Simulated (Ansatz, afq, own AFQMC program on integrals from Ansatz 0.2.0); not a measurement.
AlH$_{3}$Br, doublet: AFQMC among the cluster methods

```
atom    x (Å)    y (Å)   z (Å)
  Al  -2.6079   0.0000  0.0000
   H  -3.4008   1.3734  0.0000
   H  -3.4008  -1.3734  0.0000
   H  -0.6879   0.0000  0.0000
  Br   0.9751   0.0000  0.0000
```

Connectivity, by distances: AlH2 ··· Br, 1 bridging H.

Basis cc-pVTZ. Noble-gas cores (and the filled d shells of Ga–Kr and In–Xe) are frozen. Ansatz 0.2.0 and our own AFQMC program on the same integrals; the CISD trial comes from CCSD amplitudes, and released means the phaseless constraint is let go. ± is one standard error of the sampling. No spin–orbit coupling.

Determinant: UHF, the one that the program's search chose, which needn't be the lowest solution. The geometry is a point of a scan.

No full CI on the walks' own integrals is used here. The released AFQMC energy serves as the reference, which it does only where one determinant dominates, the energy is flat over the last release times and near the phaseless one (40 meV or 2 meV an electron, half that with transition metals). On small molecules, where full CI could be run and the noise was under 10 meV, such values lay within 10 meV of it in 19 cases of 20, a flattering rate, since the rule was set on those same cases; what remains of the bias isn't in the error bar.

Cautions: no relativity below Rb; no spin-orbit coupling; inner d shell frozen; the released value is read at 2.40 1/Eh (meV from the phaseless value at times in 1/Eh: -3 ± 5 at 0.24, -3 ± 5 at 0.51, -9 ± 7 at 0.99, -4 ± 8 at 1.62, -17 ± 9 at 2.40).

The T1 diagnostic is 0.0142. The weight of the determinant in the CISD state is 0.863, the ⟨S²⟩ of the determinant is 0.780 and the size of the correlated space is 13 electrons in 100 orbitals.

Reference: AFQMC with the constraint released, correlation energy -8.164 ± 0.009 eV.

```json
{"level": "HF", "E − E(reference) (kJ/mol)": "787.7 ± 0.8", "share of correlation (%)": "0.00"}
{"level": "MP2", "E − E(reference) (kJ/mol)": "130.4 ± 0.8", "share of correlation (%)": "83.44"}
{"level": "CCSD", "E − E(reference) (kJ/mol)": "29.3 ± 0.8", "share of correlation (%)": "96.28"}
{"level": "CCSD(T)", "E − E(reference) (kJ/mol)": "5.0 ± 0.8", "share of correlation (%)": "99.37"}
{"level": "ph-AFQMC/CISD", "E − E(reference) (kJ/mol)": "1.7 ± 1.0", "share of correlation (%)": "99.79"}
```

A walk keeps the symmetry of its determinant, which the program's search chose and which needn't be the lowest solution, so a lower state of the same spin and another symmetry isn't excluded. Released energies are given only where the last usable release times agree within the noise; a slower fall can still hide under it.
